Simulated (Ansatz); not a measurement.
## H₂Al–PH₂, H₂Al–AsH₂: bond dissociation energies

Ansatz 0.2.0, basis cc-pVDZ; geometries are PBE0/def2-TZVP minima. Wave-function levels freeze the cores with the filled d shells of p-block atoms; HF, MP2 and coupled cluster are restricted for singlets and unrestricted otherwise, atoms included, restricted open-shell where a d shell is frozen. The reference is CCSDT(Q) (coupled cluster only where its series has nearly closed). An error is the level's value less the reference. None of these values is a measured one. Energies are electronic, without zero-point terms. No spin–orbit coupling and no scalar relativity. The set is small: it underbinds, by tens of kJ/mol for each bond, so near ties and functionals' places can change in larger sets. The species are chosen: bound, without strong static correlation by their natural occupations or amplitudes, in their lowest spin state as far as vertical gaps and like structures tell, and with a ladder that closes on the reference, so errors are smaller than for species at large; levels whose determinant breaks symmetry or spin markedly are left out.

| species | bonds (Å) | quantity | symmetry of the states | reference | value (kJ/mol) | error CCSD | error CCSD(T) | error CCSDT |
| --- | --- | --- | --- | --- | --- | --- | --- | --- |
| H2Al–PH2, singlet | Al–P 2.322, Al–H 1.586, P–H 1.420, angles at P 94/95°, angles at Al 119/121° | Al–H bond energy, to HAl–PH2 (doublet) + H | A' / A | CCSDT(Q) | 341.1 | 0.7 | 0.4 | 0.1 |
| H2Al–AsH2, singlet | Al–As 2.429, Al–H 1.587, As–H 1.522, angles at As 91/93°, angles at Al 120° | Al–H bond energy, to HAl–AsH2 (doublet) + H | A' / A | CCSDT(Q) | 338.2 | 0.8 | 0.3 | 0.0 |

P and As lie within 0.05 eV, too close for this set-up to order.
